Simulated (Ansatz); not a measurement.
# BF3 (singlet): wave-function methods side by side, cc-pVTZ

One table from this session's results is given with a row withheld; the runs are named, their logs left out.

Program: Ansatz 0.2.0, Gaussian basis. Level of theory: cc-pVTZ, core rule «outside noble gas», up to 4 orbitals frozen. These are calculated values, not measurements.

The runs, in order: UHF; CCSD(T) on RHF; BCCD(T) on RHF; CISD; CCSDT(Q) on RHF.

25 further runs of the same task are left out: 7 for a known fault of the program, 1 that didn't finish, 17 set aside as unsound or not needed.

## The system

The geometry is an MP2(full)/6-31G* stationary point (not a proven minimum).

4 atoms, charge 0, spin multiplicity 1.

Atoms are counted from 1 here; the program's logs count them from 0.

Bond lengths: B1–F2 1.322 Å, B1–F3 1.322 Å, B1–F4 1.322 Å. Angles: F2–B1–F3 120.0°, F2–B1–F4 120.0°, F3–B1–F4 120.0°.

The first run:

Input file in.yaml:

```yaml
crystal:
  periodic: [false, false, false]
  atoms:
    - {symbol: B, position_ang: [0.000000, 0.000000, 0.000000]}
    - {symbol: F, position_ang: [0.000000, 1.321760, 0.000000]}
    - {symbol: F, position_ang: [1.144678, -0.660880, 0.000000]}
    - {symbol: F, position_ang: [-1.144678, -0.660880, 0.000000]}
basis:
  gaussian: {orbitals: cc-pVTZ}
magnetization: {spin_polarized: true, initial_magnetization: 0}
hamiltonian: {xc: hf}
output: {orbitals: {seedname: orbitals}}
```

On the command line:

```
$ ansatz run in.yaml --threads 1 --pin off --events-out ev --progress --plain --max-ram 3793MiB --backend cpu
```

Steps of the session up to this table: UHF; CCSD(T) on RHF; BCCD(T) on RHF; CISD; CCSDT(Q) on RHF.

One of the session's tables, all rows but one given; the rest of the session is left out.

| method | from RCCSDT(Q) (kJ/mol) |
| --- | --- |
| RHF | +2277.2 |
| RMP2 | +66.6 |
| CISD | +304.0 |
| RCCSD | +67.3 |
| RCCSD(T) | +2.6 |
| BCCD(T) | +1.9 |
| RCCSDT | ? |
| RCCSDT(Q) | 0 |

**Question.** Estimate the row for RCCSDT.

**Answer.** from RCCSDT(Q) (kJ/mol): +2.4. In the column «from RCCSDT(Q) (kJ/mol)» it lies between BCCD(T) (+1.9) and RCCSD(T) (+2.6).

With the free atoms at the same levels and basis (separate runs), the atomisation energy is 19.901 eV at RCCSDT(Q), 19.906 eV at RCCSD(T), 15.666 eV at RHF.
